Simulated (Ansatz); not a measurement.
## H3PO (SMILES O=[PH3]): the energy, rung by rung

H3PO: 5 atoms, total charge 0, spin state singlet. SMILES: `O=[PH3]`. The coordinates come from a GFN2-xTB relaxation.

```jsonl
{"atom": "O", "x (Å)": "-1.3820", "y (Å)": "-0.3283", "z (Å)": "0.5330"}
{"atom": "P", "x (Å)": "-0.0585", "y (Å)": "-0.0146", "z (Å)": "0.0225"}
{"atom": "H", "x (Å)": "0.8071", "y (Å)": "0.5649", "z (Å)": "0.9394"}
{"atom": "H", "x (Å)": "0.6637", "y (Å)": "-1.0983", "z (Å)": "-0.4549"}
{"atom": "H", "x (Å)": "-0.0302", "y (Å)": "0.8764", "z (Å)": "-1.0400"}
```

Each level gives the energy change with the O1–P2 bond stretched from 1.453 to 1.816 Å (eV). The values are calculated.

```json
{"level": "HF/STO-3G (restricted)", "kind": "Hartree–Fock", "program": "Ansatz", "value (eV)": "-0.48", "less FCI/STO-3G": "-0.37"}
{"level": "PBE/STO-3G (restricted)", "kind": "GGA", "program": "Ansatz", "value (eV)": "0.24", "less FCI/STO-3G": "+0.35"}
{"level": "r2SCAN0/STO-3G (restricted)", "kind": "hybrid meta-GGA", "program": "Ansatz", "value (eV)": "0.32", "less FCI/STO-3G": "+0.43"}
{"level": "wB97X/STO-3G (restricted)", "kind": "range-separated hybrid", "program": "Ansatz", "value (eV)": "0.21", "less FCI/STO-3G": "+0.32"}
{"level": "B2PLYP/STO-3G (restricted)", "kind": "double hybrid", "program": "Ansatz", "value (eV)": "0.16", "less FCI/STO-3G": "+0.27"}
{"level": "RPA@PBE/STO-3G (restricted)", "kind": "RPA", "program": "Ansatz", "value (eV)": "-0.17", "less FCI/STO-3G": "-0.06"}
{"level": "MP2/STO-3G (restricted)", "kind": "perturbation theory", "program": "Ansatz", "value (eV)": "0.08", "less FCI/STO-3G": "+0.19"}
{"level": "CCSDT(Q)/STO-3G (restricted)", "kind": "coupled cluster or CI", "program": "Ansatz", "value (eV)": "-0.11", "less FCI/STO-3G": "0.00"}
{"level": "FCI/STO-3G", "kind": "exact in the basis", "program": "Ansatz", "value (eV)": "-0.11", "less FCI/STO-3G": "0.00"}
```

FCI/STO-3G is exact within its basis and frozen core, so for wave-function methods in that basis the difference is their error; functionals converge differently with the basis, so for them it is only a difference. The first shape isn't each level's own minimum. The values span -0.48 to 0.32 eV. All rows use very small basis sets, so none should be taken for the real molecule's value.
